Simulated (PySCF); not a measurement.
# Electric properties by functional and basis

Difluoroborane, BF2H.
InChI=1S/BF2H/c2-1-3/h1H

PySCF, dipoles from the SCF density, polarisabilities from static response with core orbitals frozen. Isolated species at its PBE0-D3(BJ)/def2-SVP geometry, gas phase.

Q: Which levels come closest to the reference values?

A: 

| level | μ (D) | error (%) | α (au) | error (%) | anisotropy (au) |
| --- | --- | --- | --- | --- | --- |
| LDA/def2-SVPD | 0.841 | -13.4 | 17.59 | +9.3 | 4.13 |
| PBE/def2-SVPD | 0.806 | -17.0 | 17.49 | +8.7 | 4.17 |
| B3LYP/def2-SVPD | 0.927 | -4.6 | 16.58 | +3.0 | 3.80 |
| PBE0/def2-SVPD | 0.924 | -4.8 | 16.34 | +1.5 | 3.65 |
| BHandHLYP/def2-SVPD | 1.048 | +7.9 | 15.49 | -3.8 | 3.32 |
| CAM-B3LYP/def2-SVPD | 0.970 | -0.1 | 16.44 | +2.1 | 3.68 |
| wB97X-D/def2-SVPD | 0.950 | -2.2 | 16.27 | +1.1 | 3.55 |
| LC-wPBE/def2-SVPD | 0.942 | -2.9 | 16.33 | +1.5 | 3.62 |
| HF/def2-SVPD | 1.154 | +18.9 | 14.29 | -11.2 | 2.75 |
| PBE0/6-31G* | 0.682 | -29.7 | 12.01 | -25.4 | 4.30 |
| PBE0/def2-SVP | 0.796 | -18.0 | 12.08 | -25.0 | 4.05 |
| PBE0/6-31+G* | 0.952 | -2.0 | 14.52 | -9.8 | 5.13 |
| PBE0/aug-cc-pVDZ | 0.891 | -8.2 | 16.30 | +1.3 | 3.93 |
| PBE0/def2-TZVP | 0.881 | -9.3 | 15.03 | -6.6 | 4.14 |
| PBE0/def2-TZVPD | 0.897 | -7.7 | 16.63 | +3.3 | 3.58 |
| PBE0/aug-cc-pVTZ | 0.899 | -7.4 | 16.60 | +3.2 | 3.65 |

Reference dipole: 0.971 D (measured, gas; NIST CCCBDB Release 22 (SRD 101), experimental dipoles). Reference dipole: 0.958 D (computed, CCSD(T)/CBS, all electrons, equilibrium geometry, gas; Hait, Head-Gordon, J. Chem. Theory Comput. 14 (2018) 1969). Reference polarisability: 2.385 Å³ (computed, CCSD(T)/CBS, static electronic, isotropic average, equilibrium geometry, gas; Hait, Head-Gordon, Phys. Chem. Chem. Phys. 20 (2018) 19800). Errors are taken against the first value of each kind. The anisotropy is √(½[(α1 − α2)² + (α2 − α3)² + (α3 − α1)²]). For the dipole, the smallest error is 0.1% (CAM-B3LYP/def2-SVPD) and the largest 29.7% (PBE0/6-31G*). For the polarisability, the smallest error is 1.1% (wB97X-D/def2-SVPD) and the largest 25.4% (PBE0/6-31G*). The dipole runs from 0.68 D (PBE0/6-31G*) to 1.15 D (HF/def2-SVPD). In one basis (def2-SVPD) the functionals order the polarisability from HF (lowest) to LDA (highest), a spread of 23%. With PBE0 the polarisability is 13.04 au without diffuse functions (mean of 6-31G*, def2-SVP and def2-TZVP) and 16.08 au with them (mean of 6-31+G*, def2-SVPD, aug-cc-pVDZ, def2-TZVPD and aug-cc-pVTZ). Measured values can belong to vibrating molecules; the computed ones are for one fixed geometry.
